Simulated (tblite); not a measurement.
Compound: C₅H₈.
Numbering: `[CH3:1][CH2:2][CH:3]1[CH:4]=[CH:5]1` (hydrogens: H6, H7, H8 on C1; H9, H10 on C2; H11 on C3; H12 on C4; H13 on C5)

Computed with GFN2-xTB (tblite), gas phase: nudged elastic band of 9 images (0 to 8), spring 0.2 eV/Å², climbing image at the end, force threshold 0.05 eV/Å. No saddle search or frequency run followed, so the top image need not be a first-order saddle, and its height can exceed the method's true barrier by a kcal/mol or more.

The band describes a rotation about C2–C3 (chain CH2 carbon, allylic carbon), followed by the dihedral C1–C2–C3–C5, from the optimised start (147°) to a second optimised geometry at -93°.

**Question.** How does the energy change from image to image?

**Answer.** 
```json
{"image": "0", "dihedral (°)": "147", "E (eV)": "0.000", "C2–C3 (Å)": "1.516", "C1···C5 (Å)": "3.85", "largest true force (eV/Å)": "0.01"}
{"image": "1", "dihedral (°)": "161", "E (eV)": "0.008", "C2–C3 (Å)": "1.518", "C1···C5 (Å)": "3.91", "largest true force (eV/Å)": "0.03"}
{"image": "2", "dihedral (°)": "176", "E (eV)": "0.027", "C2–C3 (Å)": "1.520", "C1···C5 (Å)": "3.93", "largest true force (eV/Å)": "0.03"}
{"image": "3", "dihedral (°)": "-169", "E (eV)": "0.050", "C2–C3 (Å)": "1.523", "C1···C5 (Å)": "3.92", "largest true force (eV/Å)": "0.03"}
{"image": "4", "dihedral (°)": "-154", "E (eV)": "0.064", "C2–C3 (Å)": "1.525", "C1···C5 (Å)": "3.88", "largest true force (eV/Å)": "0.03"}
{"image": "5", "dihedral (°)": "-139", "E (eV)": "0.060", "C2–C3 (Å)": "1.525", "C1···C5 (Å)": "3.82", "largest true force (eV/Å)": "0.04"}
{"image": "6", "dihedral (°)": "-124", "E (eV)": "0.042", "C2–C3 (Å)": "1.522", "C1···C5 (Å)": "3.72", "largest true force (eV/Å)": "0.04"}
{"image": "7", "dihedral (°)": "-108", "E (eV)": "0.018", "C2–C3 (Å)": "1.519", "C1···C5 (Å)": "3.60", "largest true force (eV/Å)": "0.04"}
{"image": "8", "dihedral (°)": "-93", "E (eV)": "0.001", "C2–C3 (Å)": "1.517", "C1···C5 (Å)": "3.46", "largest true force (eV/Å)": "0.01"}
```

Barriers of this band. The top is image 4 at -154°: 0.06 eV in either direction, as the ends lie within 0.002 eV of each other. The central bond is 0.009 Å longer at the top than at the start.

**Question.** What rate follows at 350 K for crossing this barrier forward?

**Answer.** Taking the electronic barrier for the free energy of activation (no zero-point or entropy terms, transmission 1), rate = (kT/h)·exp(−ΔE/kT) ≈ 9 × 10^11 s⁻¹, whose inverse is 1 × 10^-12 s. An error of 1 kcal/mol in the barrier changes this by a factor of 4, and the method and the loose band can each miss by that much or more. The barrier is only 2.1 kT, where transition-state theory is rough.

**Question.** How long is the path, and how are the images spaced?

**Answer.** Cartesian distances between aligned neighbours (all atoms, Å): 0.58, 0.61, 0.61, 0.61, 0.61, 0.62, 0.62, 0.65; the sum is 4.91 Å, and the top lies 49 % of the way along.

The cost below is that of the whole band run. On an Arm Neoverse V1 with one thread, no GPU, on a shared host, this took 1.3 s of wall time and 0.18 GiB of memory at its peak.
